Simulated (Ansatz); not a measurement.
Results of PBE0 (Ansatz, a program for electronic structure, PAW) for CsCl-type TlBr.

Settings: plane-wave cutoff 460 eV, 6×6×6 k mesh, Fermi–Dirac smearing 0.01 eV, scalar-relativistic PAW data made under PBE.

Properties against volume:

```
V (Å³/atom)  P (GPa)  direct gap at Γ (eV)  smallest gap on the k mesh (eV)
-----------  -------  --------------------  -------------------------------
31.052          1.23                10.185                            3.115
31.869          0.57                10.136                            3.202
32.276          0.28                10.113                            3.243
32.686          0.01                10.089                            3.283
33.504         -0.48                10.042                            3.358
34.321         -0.89                 9.986                            3.428
```

The fundamental gap (3.28 eV at the equilibrium volume, on the SCF mesh) lies elsewhere than Γ–Γ.

Measured, for comparison: band gap 2.68 eV (temperature not stated, not corrected to a static lattice, detector crystals, literature values; as tabulated in Piasecki et al. (2022), doi:10.1039/d1ma01259b).

Spin–orbit coupling is not included; with these elements it can move the gap by several tenths of an eV or more.
